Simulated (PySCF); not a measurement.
Molecule: `CCCCC[O-]`, [C$_{5}$H$_{11}$O]-.

Bonds (- single, = double, # triple, : aromatic): C1-C2, C2-C3, C3-C4, C4-C5, C5-O6. C1 carries H7, H8, H9; C2 carries H10, H11; C3 carries H12, H13; C4 carries H14, H15; C5 carries H16, H17. Formal charges: O6 -1.

Total charge -1.

Frames of a GFN2-xTB Langevin trajectory at 200 K; GIAO PBE0/pcSseg-1 shieldings in PySCF, gas phase, non-relativistic; equivalent atoms averaged within each frame.

References, each an isolated molecule treated in the same way: TMS for ¹³C (σ = 186.93 ppm), ¹H (σ = 31.72 ppm); ¹⁷O (σ = 336.08 ppm) vs H2O. The references are static minima.

**Question.** How do the shifts (ppm) fluctuate along the trajectory?

**Answer.** 
| time (fs) | C5 | C4 | C3 | C1 | C2 | O6 | H16/H17 | H10/H11 | H12/H13 | H14/H15 |
| --- | --- | --- | --- | --- | --- | --- | --- | --- | --- | --- |
| 250 | 91.9 | 54.4 | 39.7 | 18.5 | 16.2 | 160.7 | 6.04 | 4.10 | 1.55 | 1.07 |
| 425 | 90.7 | 47.0 | 33.0 | 18.4 | 22.7 | 136.5 | 6.99 | 3.07 | 1.19 | 1.71 |
| 625 | 96.1 | 44.4 | 38.0 | 11.0 | 16.9 | 149.0 | 7.37 | 3.21 | 1.57 | 0.73 |
| 800 | 98.0 | 45.5 | 41.6 | 17.9 | 23.5 | 157.5 | 7.69 | 3.60 | 1.40 | 1.36 |
| 1000 | 93.0 | 48.4 | 48.3 | 19.0 | 31.9 | 150.6 | 6.50 | 3.67 | 1.65 | 1.44 |
| mean of frames | 93.9 | 47.9 | 40.1 | 17.0 | 22.2 | 150.8 | 6.92 | 3.53 | 1.47 | 1.26 |
| standard deviation | 3.0 | 3.9 | 5.6 | 3.4 | 6.4 | 9.4 | 0.66 | 0.41 | 0.18 | 0.37 |

5 frames give an uncertainty of the mean of about the standard deviation over 2.2 at best, since frames this close in time may not be independent; classical motion lacks zero-point vibration, and the reference would need the same averaging.
